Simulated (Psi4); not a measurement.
# SiNH4S (SMILES N[SiH2][S]) at UB2PLYP/6-311+G(d,p) (density fitting for correlation)

What is the vertical ionisation energy of SiNH4S at UB2PLYP/6-311+G** (density fitting for correlation)? 

Program for the calculation: Psi4 1.11.

2 further runs of the same task are left out: 1 that didn't finish, 1 set aside as unsound or not needed.

## 1. The molecule

SiNH4S has 7 atoms, charge 0, and is taken as a doublet. SMILES: `N[SiH2][S]`. Geometry: relaxed at PBE0-D4/def2-TZVP. This is one conformer, not always the lowest.

Bond lengths: N1–Si2 1.724 Å, Si2–S3 2.123 Å, N1–H4 1.009 Å, N1–H5 1.009 Å, Si2–H6 1.483 Å, Si2–H7 1.483 Å. Angles: N1–Si2–S3 104.9°, N1–Si2–H6 108.6°, N1–Si2–H7 108.6°, S3–Si2–H6 112.0°, S3–Si2–H7 112.0°, Si2–N1–H4 119.1°, Si2–N1–H5 119.1°, H6–Si2–H7 110.4°, H4–N1–H5 110.8°.

## 2. The energy at UB2PLYP/6-311+G(d,p) (density fitting for correlation)

The input, h4nssi.py:

```python
import psi4

psi4.set_memory('1600 MB')
psi4.set_num_threads(1)
psi4.set_output_file('psi4.out', False)

geom = psi4.geometry("""
0 2
N     -1.40841288     0.04667624    -1.45433323
Si     1.23153452    -0.01511781     0.45258941
S     -0.19690946    -0.34827652     4.18574337
H     -2.53676835     1.58283460    -1.42371966
H     -2.43717978    -1.54447316    -1.66333693
H      2.65789979     2.36877170     0.08465973
H      2.80548740    -2.21891642    -0.26796316
units au
symmetry c1
no_reorient
no_com
""")

options = {'reference': 'uks', 'puream': True, 'e_convergence': 1e-09, 'd_convergence': 1e-08, 'scf_type': 'pk', 'dft_radial_points': 99, 'dft_spherical_points': 590, 'num_frozen_docc': 11, 'maxiter': 200}
psi4.set_options(options)

e_tot, wfn = psi4.energy("b2plyp/6-311+G**", return_wfn=True)
print(f'b2plyp/6-311+G** energy: {e_tot:.10f} Eh')
```

The run is started by

```console
$ python h4nssi.py
```

psi4.out:

```text
[...]
  Running in c1 symmetry.
[...]
  Nuclear repulsion =  143.544420451092378
[...]
  Multiplicity = 2
[...]
  Nalpha       = 21
  Nbeta        = 20
[...]
    Number of basis functions: 106
[...]
   @UKS iter   1:  -744.20959351558577   -3.93928e-01   7.16310e-03 DIIS/ADIIS
[...]
   @UKS iter  17:  -744.42512733473109    4.42355e-10   5.54052e-09 DIIS
[...]
   @S^2 Observed:                7.544307303E-01
[...]
    Orbital Energies [Eh]
    ---------------------
    Alpha Occupied:
       1A    -90.158297     2A    -67.255717     3A    -14.813111
       4A     -8.369108     5A     -6.226643     6A     -6.211819
       7A     -6.207760     8A     -5.658860     9A     -3.914256
      10A     -3.913141    11A     -3.913100    12A     -0.975574
      13A     -0.827083    14A     -0.613343    15A     -0.568314
      16A     -0.472312    17A     -0.435811    18A     -0.417676
      19A     -0.364153    20A     -0.342780    21A     -0.301998
    Alpha Virtual:
      22A      0.018898    23A      0.035941    24A      0.039072
      25A      0.048922    26A      0.074993    27A      0.087696
[...]
  @UKS Final Energy:  -744.42512733473109
   => Energetics <=
    Nuclear Repulsion Energy =            143.5444204510923782
    One-Electron Energy =               -1313.7584207653960675
    Two-Electron Energy =                 452.0723392108577627
    DFT Exchange-Correlation Energy =     -26.2834662312853311
    Empirical Dispersion Energy =           0.0000000000000000
    VV10 Nonlocal Energy =                  0.0000000000000000
    Total Energy =                       -744.4251273347310871
[...]
 Multipole Moments:
 ------------------------------------------------------------------------------------
     Multipole            Electronic (a.u.)      Nuclear  (a.u.)        Total (a.u.)
 ------------------------------------------------------------------------------------
 L = 1.  Multiply by 2.5417464519 to convert [e a0] to [Debye]
 Dipole X            :         -4.8708800            4.7214808           -0.1493992
 Dipole Y            :          5.2936983           -5.2691233            0.0245750
 Dipole Z            :        -60.2355229           59.8574530           -0.3780698
 Magnitude           :                                                    0.4072602
[...]
```

Standard output:

```text
b2plyp/6-311+G** energy: -744.5544582691 Eh
```

Wall time 33 s (1 thread of Intel Xeon Platinum 8488C (Sapphire Rapids), shared host); peak memory 0.62 GiB.

## 3. The singlet cation at the same level

The input, run.py:

```python
import numpy as np
from ase.calculators.psi4 import Psi4
from ase import Atoms

atoms = Atoms(['N', 'Si', 'S', 'H', 'H', 'H', 'H'], positions=[
    [-0.745300, 0.024700, -0.769600],
    [0.651700, -0.008000, 0.239500],
    [-0.104200, -0.184300, 2.215000],
    [-1.342400, 0.837600, -0.753400],
    [-1.289700, -0.817300, -0.880200],
    [1.406500, 1.253500, 0.044800],
    [1.484600, -1.174200, -0.141800],
])
calc = Psi4(atoms=atoms, method='b2plyp', basis='6-311+G**', memory='1600MB', num_threads=1, charge=1, multiplicity=1, label='h4nssi', reference='rks')
calc.psi4.set_options({'puream': True, 'e_convergence': 1e-09, 'd_convergence': 1e-08, 'scf_type': 'pk', 'dft_radial_points': 99, 'dft_spherical_points': 590, 'num_frozen_docc': 11})
atoms.calc = calc

print(f'energy: {atoms.get_potential_energy():.6f} eV')
```

The run is started by

```console
$ python run.py
```

h4nssi.dat:

```text
[...]
  Running in c1 symmetry.
[...]
  Nuclear repulsion =  143.544420489050566
[...]
  Multiplicity = 1
[...]
  Nalpha       = 20
  Nbeta        = 20
[...]
    Number of basis functions: 106
[...]
   @RKS iter   1:  -743.80641808233634    9.24682e-03   7.02032e-03 DIIS/ADIIS
[...]
   @RKS iter  14:  -744.02091585482935   -6.02540e-12   5.34511e-09 DIIS
[...]
    Orbital Energies [Eh]
    ---------------------
    Doubly Occupied:
       1A    -90.498708     2A    -67.477296     3A    -14.997536
       4A     -8.704696     5A     -6.557656     6A     -6.545382
       7A     -6.541174     8A     -5.882005     9A     -4.138212
      10A     -4.135939    11A     -4.134953    12A     -1.160615
      13A     -1.086466    14A     -0.827514    15A     -0.747553
      16A     -0.677533    17A     -0.665376    18A     -0.636163
      19A     -0.599322    20A     -0.509252
[...]
  @RKS Final Energy:  -744.02091585482935
   => Energetics <=
    Nuclear Repulsion Energy =            143.5444204890505659
    One-Electron Energy =               -1303.4092049437690548
    Two-Electron Energy =                 441.9697032149162510
    DFT Exchange-Correlation Energy =     -26.1258346150269780
    Empirical Dispersion Energy =           0.0000000000000000
    VV10 Nonlocal Energy =                  0.0000000000000000
    Total Energy =                       -744.0209158548292407
[...]
 Multipole Moments:
 ------------------------------------------------------------------------------------
     Multipole            Electronic (a.u.)      Nuclear  (a.u.)        Total (a.u.)
 ------------------------------------------------------------------------------------
 L = 1.  Multiply by 2.5417464519 to convert [e a0] to [Debye]
 Dipole X            :          0.1128540            0.0264495            0.1393035
 Dipole Y            :         -0.4068035            0.3642010           -0.0426025
 Dipole Z            :          5.3339474           -4.7196754            0.6142719
 Magnitude           :                                                    0.6313085
[...]
```

On the terminal:

```text
energy: -20249.424117 eV
```

It took 20 s on 1 thread of Intel Xeon Platinum 8488C (Sapphire Rapids), shared host; peak memory 0.65 GiB.

## 4. Results

At UB2PLYP/6-311+G** (density fitting for correlation), 11 core orbitals frozen:

```
                                                                quantity          value
                                            doublet SiNH4S: total energy  -744.55446 Eh
doublet SiNH4S: HOMO energy (SCF part's orbitals) (highest over α and β)       -7.91 eV
 doublet SiNH4S: LUMO energy (SCF part's orbitals) (lowest over α and β)       -3.03 eV
                                                    doublet SiNH4S: ⟨S²⟩          0.754
                                            singlet cation: total energy  -744.15262 Eh
                       singlet cation: HOMO energy (SCF part's orbitals)      -13.86 eV
                       singlet cation: LUMO energy (SCF part's orbitals)      -11.94 eV
                     singlet cation: HOMO–LUMO gap (SCF part's orbitals)        1.92 eV
                      vertical ionisation energy (to the singlet cation)      10.935 eV
```

**Reading.** Removing an electron at fixed nuclei costs 10.93 eV (252 kcal/mol). Only the singlet of the ionised species was computed; a triplet could lie lower.
